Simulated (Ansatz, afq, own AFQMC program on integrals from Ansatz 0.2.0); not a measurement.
# SbH2⁻, triplet: AFQMC among the cluster methods

```xyz
3

Sb    0.0000   -0.0198    0.0000
H     0.0000    1.1955    1.2291
H     0.0000    1.1955   -1.2291
```

Basis def2-SVPD with its core potentials. Only valence electrons are correlated. Integrals, coupled cluster, full CI and functionals: Ansatz 0.2.0; the random walks run on the same integrals in our own AFQMC program. ph-AFQMC/CISD is guided by a CISD state made of CCSD amplitudes; releasing the constraint for a short imaginary time cuts its bias at the price of noise, slowly where states lie close. Uncertainties: one standard error, sampling alone. No spin–orbit coupling.

Determinant: UHF, the one that the program's search chose, which needn't be the lowest solution. The geometry is a PBE0/def2-TZVPD stationary point of this or a neighbouring charge and spin state.

No full CI on the walks' own integrals is used here; CCSDT(Q) serves as the reference and is uncertain by about the last step of the cluster series.

Cautions: no spin-orbit coupling; inner d shell frozen; another spin lies lower (by 2.40 eV); at this level and basis the anion state lies above a neutral one.

The T1 diagnostic is 0.0201 and the weight of the determinant in the CISD state is 0.899. The ⟨S²⟩ of the determinant is 2.018. The size of the correlated space is 8 electrons in 39 orbitals.

Reference: CCSDT(Q), correlation energy -3.693 eV. The released energy is read at 2.40 1/Eh (meV from the phaseless value at times in 1/Eh: 2 ± 8 at 0.24, 7 ± 6 at 0.51, 1 ± 7 at 0.99, -10 ± 7 at 1.62, 7 ± 11 at 2.40).

| level | E − E(reference) (kJ/mol) | share of correlation (%) |
| --- | --- | --- |
| HF | 356.3 | 0.00 |
| MP2 | 78.0 | 78.10 |
| CCSD | 13.5 | 96.21 |
| CCSD(T) | 2.6 | 99.26 |
| CCSDT | 0.5 | 99.86 |
| ph-AFQMC/CISD | -0.3 ± 0.7 | 100.08 |
| released AFQMC | 0.4 ± 1.1 | 99.90 |

A walk keeps the symmetry of its determinant, which the program's search chose and which needn't be the lowest solution, so a lower state of the same spin and another symmetry isn't excluded. Released energies are given only where the last usable release times agree within the noise; a slower fall can still hide under it.
